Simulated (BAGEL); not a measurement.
# C3H4O3 (ethylene carbonate) at PBE0/cc-pVDZ (density fitting with cc-pvqz-jkfit)

Aim: the energy change on altering one bond length of C3H4O3 (ethylene carbonate) at PBE0/cc-pVDZ (density fitting with cc-pvqz-jkfit), from 2 runs. 

Program for the calculation: BAGEL 1.2.2.

1 further run of the same task is left out (set aside as unsound or not needed).

### 1 The system as given

The species is C3H4O3 (10 atoms), meant as a singlet with charge 0. SMILES: `O=C1OCCO1`. Geometry: relaxed at PBE0-D4/def2-TZVP.

Bond lengths: O1–C2 1.184 Å, C2–O3 1.350 Å, O3–C4 1.421 Å, C4–C5 1.522 Å, C2–O6 1.350 Å, C5–O6 1.421 Å, C4–H7 1.093 Å, C4–H8 1.089 Å, C5–H9 1.089 Å, C5–H10 1.093 Å. Some angles: O1–C2–O3 124.8°, O1–C2–O6 124.8°, O3–C2–O6 110.3°, C2–O3–C4 109.5°, O3–C4–C5 102.8°, C4–C5–O6 102.8°, C2–O6–C5 109.5°, O3–C4–H7 108.9°, O3–C4–H8 109.0°, C5–C4–H7 112.6°.

### 2 A single-point energy at PBE0/cc-pVDZ (density fitting with cc-pvqz-jkfit)

File calc.json:

```json
{ "bagel": [

{
  "title": "molecule",
  "basis": "cc-pvdz.json",
  "df_basis": "cc-pvqz-jkfit",
  "angstrom": "true",
  "geometry": [
    { "atom": "O", "xyz": [   -1.451010,   -0.478810,    2.201590 ] },
    { "atom": "C", "xyz": [   -0.809830,   -0.267220,    1.228740 ] },
    { "atom": "O", "xyz": [   -0.841800,   -1.015900,    0.106160 ] },
    { "atom": "C", "xyz": [    0.176270,   -0.580640,   -0.784680 ] },
    { "atom": "C", "xyz": [    0.512830,    0.808030,   -0.260860 ] },
    { "atom": "O", "xyz": [    0.057210,    0.757030,    1.084260 ] },
    { "atom": "H", "xyz": [    1.022300,   -1.270050,   -0.720380 ] },
    { "atom": "H", "xyz": [   -0.217340,   -0.580450,   -1.800170 ] },
    { "atom": "H", "xyz": [    1.579100,    1.029830,   -0.266000 ] },
    { "atom": "H", "xyz": [   -0.027740,    1.598220,   -0.788650 ] }
  ]
},
{
  "title": "ks",
  "xc_func": "pbe0"
},
{
  "title": "print",
  "file": "orbitals.molden",
  "orbitals": "true"
}

]}
```

The basis set cc-pVDZ is read from a file made from the Basis Set Exchange's data (not shown).

Command:

```console
$ BAGEL_NUM_THREADS=1 BAGEL calc.json > calc.out
```

The program printed:

```text
* using 1 threads per process

  ===============================================================
  ===============================================================

  *** Geometry ***

  { "atom" : "O", "xyz" : [     -2.742012,     -0.904820,      4.160402 ] },
  { "atom" : "C", "xyz" : [     -1.530357,     -0.504973,      2.321982 ] },
  { "atom" : "O", "xyz" : [     -1.590771,     -1.919773,      0.200613 ] },
  { "atom" : "C", "xyz" : [      0.333102,     -1.097251,     -1.482830 ] },
  { "atom" : "C", "xyz" : [      0.969108,      1.526955,     -0.492954 ] },
  { "atom" : "O", "xyz" : [      0.108111,      1.430579,      2.048954 ] },
  { "atom" : "H", "xyz" : [      1.931867,     -2.400047,     -1.361321 ] },
  { "atom" : "H", "xyz" : [     -0.410713,     -1.096892,     -3.401828 ] },
  { "atom" : "H", "xyz" : [      2.984067,      1.946097,     -0.502667 ] },
  { "atom" : "H", "xyz" : [     -0.052421,      3.020198,     -1.490333 ] },

  Number of auxiliary basis functions:      840

  Since a DF basis is specified, we compute 2- and 3-index integrals:
    o Being stored without compression. Storage requirement is 0.073 GB

  Number of basis functions:      104
  Number of electrons      :       46

    * METHOD: MOLECULE                             1.26

  *** Kohn-Sham DFT ***

    * Removing 21544 points whose weight is below 1.00e-10
    * Grid points: 127516

  === Nuclear Repulsion ===
   247.7321919559

       - DIIS with orbital gradients will be used.

  === KS iteration (pbe0 / cc-pvdz.json) ===
      0       -293.92157380          0.12671632           1.04
      1       -231.52502777          0.20154622           1.05
      2       -278.60179891          0.13803980           0.98
      3       -301.42614527          0.18978989           1.12
      4       -340.56986826          0.04141366           1.17
      5       -337.57526533          0.05784789           0.92
      6       -341.90888235          0.01290394           0.99
      7       -341.98644145          0.00769634           1.00
      8       -342.04708188          0.00346885           0.97
      9       -342.05620285          0.00050849           1.01
     10       -342.05645165          0.00016862           0.98
     11       -342.05646967          0.00004134           0.98
     12       -342.05647133          0.00001317           0.99
     13       -342.05647143          0.00000752           0.97
     14       -342.05647146          0.00000325           0.98
     15       -342.05647147          0.00000034           0.93
     16       -342.05647147          0.00000017           0.94
     17       -342.05647147          0.00000003           0.93
     18       -342.05647147          0.00000001           0.95
     19       -342.05647147          0.00000001           0.99
    * SCF iteration converged.

    * Permanent dipole moment:
           (   -1.092503,    -0.360506,     1.657601) a.u.

    * METHOD: KS                                  21.68

    * METHOD: PRINT                                0.04

  ===============================================================
```

Run time: 23 s. Hardware: 1 thread of Intel Xeon Platinum 8259CL at 2.50GHz (Skylake/Cascade Lake), shared host; peak memory 0.63 GiB.

### 3 The distorted shape at the same level

File job.json:

```json
{ "bagel" : [

{
  "title" : "molecule",
  "basis" : "cc-pvdz.json",
  "df_basis" : "cc-pvqz-jkfit",
  "angstrom" : true,
  "geometry" : [
    { "atom" : "O", "xyz" : [   -1.963980,   -0.648091,    2.979909 ] },
    { "atom" : "C", "xyz" : [   -0.809830,   -0.267220,    1.228740 ] },
    { "atom" : "O", "xyz" : [   -0.841800,   -1.015900,    0.106160 ] },
    { "atom" : "C", "xyz" : [    0.176270,   -0.580640,   -0.784680 ] },
    { "atom" : "C", "xyz" : [    0.512830,    0.808030,   -0.260860 ] },
    { "atom" : "O", "xyz" : [    0.057210,    0.757030,    1.084260 ] },
    { "atom" : "H", "xyz" : [    1.022300,   -1.270050,   -0.720380 ] },
    { "atom" : "H", "xyz" : [   -0.217340,   -0.580450,   -1.800170 ] },
    { "atom" : "H", "xyz" : [    1.579100,    1.029830,   -0.266000 ] },
    { "atom" : "H", "xyz" : [   -0.027740,    1.598220,   -0.788650 ] }
  ]
},
{ "title" : "ks", "xc_func" : "pbe0" },
{ "title" : "print", "file" : "orbitals.molden", "orbitals" : true }

]}
```

The basis set cc-pVDZ is read from a file made from the Basis Set Exchange's data (not shown).

Command:

```console
$ BAGEL_NUM_THREADS=1 BAGEL job.json > job.out
```

The program printed:

```text
* using 1 threads per process

  ===============================================================
  ===============================================================

  *** Geometry ***

  { "atom" : "O", "xyz" : [     -3.711384,     -1.224714,      5.631212 ] },
  { "atom" : "C", "xyz" : [     -1.530357,     -0.504973,      2.321982 ] },
  { "atom" : "O", "xyz" : [     -1.590771,     -1.919773,      0.200613 ] },
  { "atom" : "C", "xyz" : [      0.333102,     -1.097251,     -1.482830 ] },
  { "atom" : "C", "xyz" : [      0.969108,      1.526955,     -0.492954 ] },
  { "atom" : "O", "xyz" : [      0.108111,      1.430579,      2.048954 ] },
  { "atom" : "H", "xyz" : [      1.931867,     -2.400047,     -1.361321 ] },
  { "atom" : "H", "xyz" : [     -0.410713,     -1.096892,     -3.401828 ] },
  { "atom" : "H", "xyz" : [      2.984067,      1.946097,     -0.502667 ] },
  { "atom" : "H", "xyz" : [     -0.052421,      3.020198,     -1.490333 ] },

  Number of auxiliary basis functions:      840

  Since a DF basis is specified, we compute 2- and 3-index integrals:
    o Being stored without compression. Storage requirement is 0.073 GB

  Number of basis functions:      104
  Number of electrons      :       46

    * METHOD: MOLECULE                             1.33

  *** Kohn-Sham DFT ***

    * Removing 20465 points whose weight is below 1.00e-10
    * Grid points: 128595

  === Nuclear Repulsion ===
   225.9003077142

       - DIIS with orbital gradients will be used.

  === KS iteration (pbe0 / cc-pvdz.json) ===
      0       -284.84082654          0.12705737           1.06
      1       -156.44301081          0.15770039           0.82
      2       -289.70378598          0.13838092           0.85
      3       -318.88033528          0.07043038           0.92
      4       -322.82518035          0.14056815           0.85
      5       -336.47458088          0.04859381           0.82
      6       -339.10341386          0.04027091           0.81
      7       -339.31182436          0.03710324           0.82
      8       -340.23513091          0.03634903           0.84
      9       -324.87180184          0.09230096           0.82
[... 14 lines of this table left out ...]
     24       -341.78670506          0.00000003           0.97
     25       -341.78670506          0.00000002           1.10
     26       -341.78670506          0.00000001           0.97
     27       -341.78670506          0.00000001           0.92
    * SCF iteration converged.

    * Permanent dipole moment:
           (   -1.750843,    -0.577750,     2.656486) a.u.

    * METHOD: KS                                  26.61

    * METHOD: PRINT                                0.03

  ===============================================================
```

It took 28 s on 1 thread of Intel Xeon Platinum 8259CL at 2.50GHz (Skylake/Cascade Lake), shared host; peak memory 0.64 GiB.

### 4 Summary of results

At PBE0/cc-pVDZ (density fitting with cc-pvqz-jkfit):

| quantity | value |
| --- | --- |
| first shape: total energy | -342.05647 Eh |
| first shape: dipole moment | 5.13 D |
| first shape: HOMO energy | -8.33 eV |
| first shape: LUMO energy | 1.36 eV |
| first shape: HOMO–LUMO gap | 9.69 eV |
| distorted shape: total energy | -341.78671 Eh |
| distorted shape: dipole moment | 8.22 D |
| distorted shape: HOMO energy | -6.11 eV |
| distorted shape: LUMO energy | -2.07 eV |
| distorted shape: HOMO–LUMO gap | 4.04 eV |
| energy change with the O1–C2 bond stretched from 1.184 to 2.132 Å | 7.341 eV |

What this shows: With the O1–C2 bond stretched from 1.184 to 2.132 Å the energy rises by 7.34 eV (708 kJ/mol). The first shape isn't relaxed at this level, so the change isn't measured from a minimum. A restricted reference can't describe the breaking bond well at this length.
